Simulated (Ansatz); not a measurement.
This script for Ansatz's Python interface starts 2 runs on C2H3N, SMILES C=C=N. What input does the engine get in each?

`c2h3n_basis.py`
```python
# -*- coding: utf-8 -*-
"""How the energy of C2H3N converges with the basis."""

import ansatz as az

GEOMETRY = """
C    -0.67420   -0.08020   -0.58770
C     0.15840    0.14570    0.32700
N     0.92400    0.32190    1.15550
H    -0.63290    0.57850   -1.50180
H    -1.51330   -0.76690   -0.48140
H     1.78020   -0.26310    1.04230
"""

molecule = az.Crystal.molecule()
for line in GEOMETRY.strip().splitlines():
    symbol, *xyz = line.split()
    molecule = molecule.atom(symbol, [float(v) for v in xyz])

setup = molecule.calculation().functional("hf")

energies = {}
for basis in ["cc-pVDZ", "cc-pVTZ"]:
    data = setup.basis(gaussian=basis).run().report
    size = data["n_frozen"] + data["n_occupied"][0] + data["n_virtual"][0]
    energies[basis] = (data["reference_energy_ev"] / 27.211386246, data["free_energy_ev"] / 27.211386246)
    print(f"{basis:14s} {size:4d} orbitals  reference {energies[basis][0]:14.6f} Ha  total {energies[basis][1]:14.6f} Ha")

last = energies["cc-pVTZ"][1]
for basis, (_, total) in energies.items():
    print(f"{basis:14s} lies {27.211386 * (total - last):9.4f} eV above cc-pVTZ")
```

Run 1:
```yaml
crystal:
  periodic: [false, false, false]
  atoms:
    - { symbol: C, position_ang: [-0.6742, -0.0802, -0.5877] }
    - { symbol: C, position_ang: [0.1584, 0.1457, 0.327] }
    - { symbol: "N", position_ang: [0.924, 0.3219, 1.1555] }
    - { symbol: H, position_ang: [-0.6329, 0.5785, -1.5018] }
    - { symbol: H, position_ang: [-1.5133, -0.7669, -0.4814] }
    - { symbol: H, position_ang: [1.7802, -0.2631, 1.0423] }
basis:
  gaussian:
    orbitals: cc-pVDZ
hamiltonian:
  xc: hf
```

Run 2, against run 1:
```diff
-    orbitals: cc-pVDZ
+    orbitals: cc-pVTZ
```

```console
$ python c2h3n_basis.py
cc-pVDZ          57 orbitals  reference    -131.868558 Ha  total    -131.868558 Ha
cc-pVTZ         132 orbitals  reference    -131.909934 Ha  total    -131.909934 Ha
cc-pVDZ        lies    1.1259 eV above cc-pVTZ
cc-pVTZ        lies    0.0000 eV above cc-pVTZ
```

Against cc-pVDZ: cc-pVTZ -41.4 mHa. The last step alone is -41.38 mHa.

Caveats:
- The drop along the ladder measures the basis error, and is no property of the molecule.
- The geometry is a force-field or estimated start, not a minimum of this method, and the last set is no limit. Much of the fall in a total is atomic energy, which cancels in bond and reaction energies.
- Finished in 1.5 s on 1 thread of Arm Neoverse V1, on a shared host, peak memory 0.23 GiB.
